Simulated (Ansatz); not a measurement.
in.yaml

```yaml
crystal:
  periodic: [false, false, false]
  atoms:
    - {symbol: C, position_ang: [0.000000, 0.000000, 0.000000]}
    - {symbol: P, position_ang: [0.000000, 0.000000, 1.549700]}
basis:
  gaussian: {orbitals: 6-31G}
magnetization: {spin_polarized: true, initial_magnetization: 1}
hamiltonian: {xc: {name: r2SCAN}}
```

```sh
$ ansatz run in.yaml --threads 1 --pin off --events-out ev --progress --plain --max-ram 2393MiB
```

Output:

```
267 factors; integrals over basis functions are off by at most 1.2e-4 eV
mean field evaluation 1: about -10314.7852 eV, gradient 2.5e1 eV
mean field evaluation 2: about -10292.1889 eV, gradient 5.4e1 eV
mean field evaluation 4: about -10318.1775 eV, gradient 5.6e0 eV
mean field evaluation 8: about -10318.3630 eV, gradient 5.7e-2 eV
mean field evaluation 16: about -10318.3632 eV, gradient 2.6e-5 eV
mean field -10318.36321764 eV, -379.1928542105 hartree, gradient 2.6e-5 eV, S^2 0.814920; 2 other end points of the search recorded, 0 dependent functions left out
reference -10318.36322422 eV, -379.1928544522 hartree; 11, 10 occupied and 11, 12 virtual orbitals, 267 factors
Total energy: -10318.36322422 eV, -379.1928544522 hartree
```

Ran on 1 thread of AMD EPYC 9B14, shared host: 0.72 s wall, 0.1 GiB peak host memory.
